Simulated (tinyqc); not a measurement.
Worked calculation: Pariser-Parr-Pople SCF with singles CI, for the molecule C1=CC=C1 (SMILES; centres numbered as the heavy atoms are written). Computed by tinyqc, a small Python program that keeps every step. Settings: charge = 0, gamma = MN, start = huckel, damping = 0, iteration cap = 77, excitations kept = 4. Command: `OMP_NUM_THREADS=1 python tinyqc.py 27903 27904 out.jsonl` (the two numbers bound the seeds that draw the settings). One thread of a shared host (Intel(R) Xeon(R) Processor @ 2.60GHz), about 0.02 s of CPU time with the checks. Later iterations appear only in the table of the cycle.

## PPP integrals

Centres (angstrom, eV; a flat drawing with bonds scaled to 1.40 angstrom):
```
centre          x          y  core charge z          W   gamma_rr
1C       0.990000   0.000000              1  11.160000  11.130000
2C       0.000000   0.990000              1  11.160000  11.130000
3C      -0.990000   0.000000              1  11.160000  11.130000
4C       0.000000  -0.990000              1  11.160000  11.130000
```

Resonance integrals (eV):
```
i  j       beta
1  2  -2.390000
2  3  -2.390000
3  4  -2.390000
4  1  -2.390000
```

Mataga-Nishimoto: gamma = 14.399645/(R + a), a = 2 x 14.399645/(gamma_rr + gamma_ss); H_rr = -W_r - sum_(s != r) z_s gamma_rs; H_rs = beta for bonds.

repulsion gamma_rs (eV), order 1C, 2C, 3C, 4C:
```
[[11.130000, 5.345397, 4.398492, 5.345397],
 [5.345397, 11.130000, 5.345397, 4.398492],
 [4.398492, 5.345397, 11.130000, 5.345397],
 [5.345397, 4.398492, 5.345397, 11.130000]]
```

core matrix H (eV), order 1C, 2C, 3C, 4C:
```
[[-26.249286, -2.390000, 0.000000, -2.390000],
 [-2.390000, -26.249286, -2.390000, 0.000000],
 [0.000000, -2.390000, -26.249286, -2.390000],
 [-2.390000, 0.000000, -2.390000, -26.249286]]
```

## Starting guess

pi electrons, sum of z_r less the charge = 4

Orbitals of the Hueckel matrix of the beta values.

P at the start, order 1C, 2C, 3C, 4C:
```
[[0.533292, 0.679397, 0.466708, 0.320603],
 [0.679397, 1.466708, 0.320603, -0.466708],
 [0.466708, 0.320603, 0.533292, 0.679397],
 [0.320603, -0.466708, 0.679397, 1.466708]]
```

## Iteration 1: Fock matrix

F_rr = H_rr + P_rr gamma_rr / 2 + sum_(s != r) P_ss gamma_rs; F_rs = H_rs - P_rs gamma_rs / 2; E = tr P (H + F) / 2 + core repulsion sum_(r<s) z_r z_s gamma_rs.

F (eV), order 1C, 2C, 3C, 4C:
```
[[-5.255562, -4.205824, -1.026406, -3.246874],
 [-4.205824, -5.934438, -3.246874, 1.026406],
 [-1.026406, -3.246874, -5.255562, -4.205824],
 [-3.246874, 1.026406, -4.205824, -5.934438]]
```

pi energy = -47.361666 eV

## Iteration 1: orbitals and new P

Diagonalise F (the basis is taken as orthonormal) and form P = 2 sum c c over the lowest orbitals.

orbital energies (eV): [-13.079293, -7.263867, -3.926133, 1.889293]

P after iteration 1, order 1C, 2C, 3C, 4C:
```
[[0.636681, 0.785195, 0.455107, 0.210584],
 [0.785195, 1.363319, 0.210584, -0.455107],
 [0.455107, 0.210584, 0.636681, 0.785195],
 [0.210584, -0.455107, 0.785195, 1.363319]]
```

## Iteration 2: Fock matrix

As before.

F (eV), order 1C, 2C, 3C, 4C:
```
[[-5.330757, -4.488590, -1.000893, -2.952826],
 [-4.488590, -5.859243, -2.952826, 1.000893],
 [-1.000893, -2.952826, -5.330757, -4.488590],
 [-2.952826, 1.000893, -4.488590, -5.859243]]
```

pi energy = -47.665327 eV

## Iteration 2: orbitals and new P

As before.

orbital energies (eV): [-13.072789, -7.584758, -3.605242, 1.882789]

P after iteration 2, order 1C, 2C, 3C, 4C:
```
[[0.731344, 0.883485, 0.367168, 0.111651],
 [0.883485, 1.268656, 0.111651, -0.367168],
 [0.367168, 0.111651, 0.731344, 0.883485],
 [0.111651, -0.367168, 0.883485, 1.268656]]
```

## Convergence

Stop when output and input P, before any damping, agree to 1e-7.

Course of the cycle:
```
iteration        E (eV)  largest |P(out) - P(in)|
1          -47.36166627                  1.10e-01
2          -47.66532714                  9.89e-02
3          -47.96041984                  1.08e-01
4          -48.19664131                  9.02e-02
5          -48.32416405                  6.29e-02
6          -48.37968622                  4.06e-02
7          -48.40177062                  2.54e-02
8          -48.41024890                  1.57e-02
9          -48.41345946                  9.63e-03
10         -48.41466889                  5.91e-03
11         -48.41512359                  3.62e-03
...                 ...                       ...
23         -48.41539714                  1.02e-05
24         -48.41539714                  6.22e-06
25         -48.41539714                  3.81e-06
26         -48.41539714                  2.34e-06
27         -48.41539714                  1.43e-06
28         -48.41539714                  8.77e-07
29         -48.41539714                  5.38e-07
30         -48.41539714                  3.29e-07
31         -48.41539714                  2.02e-07
32         -48.41539714                  1.24e-07
33         -48.41539714                  7.58e-08
```

Converged in 33 iterations.

## Converged orbitals

Charges are z - P_rr.

orbital energies (eV): [-13.047699, -8.267699, -2.922301, 1.857699]

coefficients, order 1C, 2C, 3C, 4C:
```
[[0.500000, 0.500000, 0.500000, -0.500000],
 [0.500000, 0.500000, -0.500000, 0.500000],
 [0.500000, -0.500000, -0.500000, -0.500000],
 [0.500000, -0.500000, 0.500000, 0.500000]]
```

pi charges: [0.000000, 0.000000, 0.000000, 0.000000]

## Singles CI, singlets

Over the 4 single excitations with the smallest orbital gaps: A = (e_a - e_i) delta + 2 (ia|jb) - (ij|ab), with (pq|rs) = sum c_mp c_mq gamma_mn c_nr c_ns. f = 2/3 w |mu|^2 in atomic units, mu = sqrt2 sum c_ia sum_m c_mi c_ma R_m.

singlet CI matrix (eV), order 2>3, 1>3, 2>4, 1>4:
```
[[1.209424, 0.000000, 0.000000, -0.735972],
 [0.000000, 6.936330, -1.682877, 0.000000],
 [0.000000, -1.682877, 6.936330, 0.000000],
 [-0.735972, 0.000000, 0.000000, 10.769424]]
```

singlet excitation energies (eV): [1.153098, 5.253453, 8.619207, 10.825751]

oscillator strengths: [0.000000, 0.000000, 1.478168, 0.000000]

## Singles CI, triplets

Over the 4 single excitations with the smallest orbital gaps: A = (e_a - e_i) delta - (ij|ab), with (pq|rs) = sum c_mp c_mq gamma_mn c_nr c_ns.

triplet CI matrix (eV), order 2>3, 1>3, 2>4, 1>4:
```
[[-1.209424, 0.000000, 0.000000, 1.682877],
 [0.000000, 3.570576, 1.682877, 0.000000],
 [0.000000, 1.682877, 3.570576, 0.000000],
 [1.682877, 0.000000, 0.000000, 8.350576]]
```

triplet excitation energies (eV): [-1.497015, 1.887699, 5.253453, 8.638166]
